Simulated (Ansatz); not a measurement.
System: litharge PbO. Method: r²SCAN (Ansatz, a program for electronic structure, plane waves, PAW).

Settings: plane-wave cutoff 600 eV, 10×10×8 k mesh (along the axes of the cell as run), scalar-relativistic PAW data made under PBE.

Computed at the level's own relaxed cell.

Elastic tensor (GPa, Voigt notation, ions relaxed):

```
   66.5    65.1    10.8     0.0     0.0     0.0
   65.1    66.5    10.8     0.0     0.0     0.0
   10.8    10.8    13.2     0.0     0.0     0.0
    0.0     0.0     0.0    12.8     0.0     0.0
    0.0     0.0     0.0     0.0    12.8     0.0
    0.0     0.0     0.0     0.0     0.0    59.5
```

Problem. Work out the Voigt, Reuss and Hill averages of the bulk and shear moduli, Young's modulus and Poisson's ratio from the printed constants.

Solution. K_V = [C11 + C22 + C33 + 2(C12 + C13 + C23)]/9 = [146.2 + 2 × 86.7]/9 = 35.5 GPa. G_V = [146.2 − 86.7 + 3 × 85.1]/15 = 21.0 GPa. From the compliances S = C⁻¹, K_R = 13.1 and G_R = 2.9 GPa. Hill means: K = 24.3, G = 11.9 GPa. E = 9KG/(3K + G) = 31 GPa, ν = (3K − 2G)/(6K + 2G) = 0.29, K/G = 2.04.

Note: the cell comes from a level without a dispersion term, which matters for the spacing of layers, chains or molecules; the cell has widely spaced layers and the level no dispersion term, so their spacing and the moduli can rest on weak binding.

Spin–orbit coupling is not included; it can shift volumes and moduli of such heavy elements.

Computed values are for the static lattice.
